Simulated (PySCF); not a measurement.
A geometry optimisation on `F[C@@]12CC[C@@H]1C2`.

Method: PBE0-D3(BJ)/def2-SVP geometry optimisation, gas phase (PySCF 2.14.0). Start geometry: GFN2-xTB. The command runs a driver script over a list of jobs; the input below is this job's line of settings and its coordinates in Å.

Command:
```bash
OMP_NUM_THREADS=1 python probes_run.py task.json out
```

Input:
```
{"job": {"xc": "PBE0", "basis": "def2-SVP", "d3": "d3bj", "grid": 1, "shake": 0.01, "kind": "geom"}, "charge": 0, "multiplicity": 1}
F      0.864340    -2.106470     0.448680
C      0.404740    -0.860770     0.043140
C     -1.028920    -0.602730    -0.435960
C     -0.909740     0.783920     0.260380
C      0.463930     0.457800     0.747610
C      1.349490     0.198080    -0.434130
H     -1.718690    -1.274050     0.034370
H     -1.134200    -0.598750    -1.512780
H     -1.010360     1.645260    -0.384040
H     -1.671170     0.889810     1.075460
H      0.850480     0.726660     1.733190
H      1.178390     0.696160    -1.364800
H      2.367520     0.028210    -0.221440
```

**Question.** What does the run print?

**Answer.** 
```
step   0  E = -293.98183459  max force = 0.032400
step   1  E = -293.98201971  max force = 0.017932
step   2  E = -293.98616466  max force = 0.010593
step   3  E = -293.98745276  max force = 0.004594
step   4  E = -293.98777114  max force = 0.002494
step   5  E = -293.98792893  max force = 0.001588
step   6  E = -293.98799982  max force = 0.001649
step   7  E = -293.98802838  max force = 0.000981
step   8  E = -293.98803912  max force = 0.000583
step   9  E = -293.98804242  max force = 0.000357
optimisation converged
```

Energies in Eh; «max force» is the largest Cartesian gradient component in Eh/bohr.

**Question.** Give the first gradient maximum in eV/Å.

**Answer.** With 1 Eh/bohr = 51.422 eV/Å, 1.666 eV/Å.

**Question.** How much energy does the optimisation release, in kJ/mol?

**Answer.** E(step 0) − E(last step) = 0.006208 Eh, which is 16.3 kJ/mol.

Summary of the converged run: final energy -293.98804 Eh after 9 steps; dipole 1.42 D.

**Question.** Where do the atoms end?

**Answer.** 0.046 Å rms from the input after alignment:
```
atom  x, y, z in Å
F1     0.2277   -2.0785    0.8749
C2     0.1563   -0.9014    0.2237
C3    -1.1352   -0.3851   -0.3693
C4    -0.6890    1.0514    0.0270
C5     0.5661    0.4786    0.6790
C6     1.3634   -0.2750   -0.3621
H7    -2.0023   -0.7161    0.2192
H8    -1.3162   -0.6012   -1.4344
H9    -0.5069    1.7461   -0.8091
H10   -1.3773    1.5282    0.7384
H11    1.0178    0.8131    1.6155
H12    1.3957    0.0608   -1.4065
H13    2.2974   -0.6995    0.0157
```

**Question.** How long does this job take on Arm Neoverse V2, one thread, no GPU (shared host)? And the peak memory of the process?

**Answer.** About 49 s, with 0.51 GiB resident at the peak, the Python interpreter and its libraries included.
Labels such as C1 count atoms from 1, the log's own numbers from 0.
